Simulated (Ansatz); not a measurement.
Program: Ansatz 0.2.0.

Basis-set series for C$_{4}$H$_{9}$F (`CC(C)CF`). The species carries charge 0 and has multiplicity 1. The geometry is a stationary point of PBE0-D4/def2-TZVP. It is one conformer, not always the lowest.

```
functional       basis  functions  energy (Eh)  HOMO (eV)  LUMO (eV)
   PBE0-D4    def2-SVP        115   -257.21263      -8.96       1.67
   PBE0-D4  def2-TZVPP        281   -257.50670      -9.05       1.10
   ωB97M-V    def2-SVP        115   -257.36313     -11.32       3.31
   ωB97M-V  def2-TZVPP        281   -257.67150     -11.42       2.53
```

Q: Give the rows for def2-QZVPP. (Estimate.)

A: The calculation gave: 
```csv
functional,basis,functions,energy (Eh),HOMO (eV),LUMO (eV)
PBE0-D4,def2-QZVPP,555,-257.52089,-9.08,0.67
ωB97M-V,def2-QZVPP,555,-257.68542,-11.44,1.83
```

Positive LUMOs are unbound and depend on the basis.
